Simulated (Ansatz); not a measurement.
[GeH₃···H···CH₂], triplet along the distance Ge1-H5

Starting geometry:

```xyz
8

Ge   -0.5259    0.0000    0.0000
H    -1.0374    1.4466    0.0000
H    -1.0373   -0.7233    1.2528
H    -1.0374   -0.7233   -1.2528
H     1.0084    0.0000    0.0000
C     2.8151    0.0000    0.0000
H     3.2296    0.0000    0.9962
H     3.2296    0.0000   -0.9962
```

From there H5 is moved from one fragment to the other while all else, the fragments' distance too, stays fixed; atoms are numbered as listed. Energies are in kcal/mol, counted from the starting geometry at the same level. Kohn–Sham curves are unrestricted where that lies lower.

Basis cc-pVDZ; Ansatz 0.2.0. Only valence electrons are correlated (noble-gas cores and the filled d shells of p-block atoms frozen). R marks a restricted (for open shells ROHF) determinant, U an unrestricted one. No spin–orbit coupling is included, and no scalar relativity.

Full CI isn't at hand for all of this; UCCSDT(Q) serves as the reference, and is uncertain by about the last step of the cluster series.

```
distance Ge1-H5 (Å)  B3LYP
              1.534    0.0
              1.637   -1.2
              1.841   -4.3
              2.046  -14.7
              2.251  -22.3
```

Estimate the UCCSDT(Q) curve in cc-pVDZ from this one, knowing how B3LYP errs.

The computed UCCSDT(Q) values, in kcal/mol from the starting point, and the error of B3LYP against them:
```
distance Ge1-H5 (Å)  UCCSDT(Q)  B3LYP less UCCSDT(Q)
              1.534        0.0                   0.0
              1.637        0.1                  -1.3
              1.841       -1.1                  -3.2
              2.046      -12.2                  -2.5
              2.251      -21.0                  -1.3
```

The error spans 3.2 kcal/mol and is largest, -3.2 kcal/mol, at 1.841 Å.

In so small a basis the reference is far from its limit while semilocal and hybrid functionals are nearer theirs, so the functionals' errors here hold much of the reference's basis and frozen-core error, which can add to them or hide them.
